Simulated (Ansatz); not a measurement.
A made-up structure of AlBNH6 (charge +1), singlet:

N1  (-0.839, 0.843, -0.800)
B2  (0.457, 0.095, -0.344)
Al3  (0.753, -1.203, 1.354)
H4  (-1.086, 0.549, -1.752)
H5  (-0.652, 1.849, -0.876)
H6  (-1.664, 0.721, -0.213)
H7  (1.317, 0.364, -1.129)
H8  (0.485, -2.732, 1.086)
H9  (0.823, 0.898, 0.394)
(Å)

It is relaxed with PBE-D4/def2-SVP and then PBE0-D4/def2-TZVP (Ansatz 0.2.0). Atoms count as bonded within 1.22 times the sum of their covalent radii (H–H: 0.88 Å). The end point is not checked to be a true minimum.

(1) Does its bonding change? (A judgement: the text doesn't fix the answer.)

Results:

(1) The calculation gives: No: no bond forms or breaks.

Where it ends: The first stage lowers the energy by 2.36 eV in 9 steps. It ends as AlBNH₆ ([NH3][BH2][AlH]), total charge +1:
```
9
angstrom
N -0.8628 0.9714 -0.8675
B 0.3964 0.2967 -0.1933
Al 0.4559 -1.5711 0.6921
H -1.2234 0.4496 -1.6638
H -0.5963 1.8919 -1.2191
H -1.6362 1.1197 -0.2222
H 1.2797 0.1279 -1.0011
H 1.0033 -2.8450 1.4411
H 0.7773 0.9438 0.7540
```

Labels in which every atom is bracketed show which atoms are joined, not bond orders.

For scale, one of the runs: PBE0-D4/def2-TZVP relaxation, 135 basis functions, launched by `ansatz run in.yaml --threads 2 --pin off --events-out ev --progress --plain --max-ram 4352MiB`. The run took about 20 s on 2 CPU threads of an Arm Neoverse V1 (shared host).
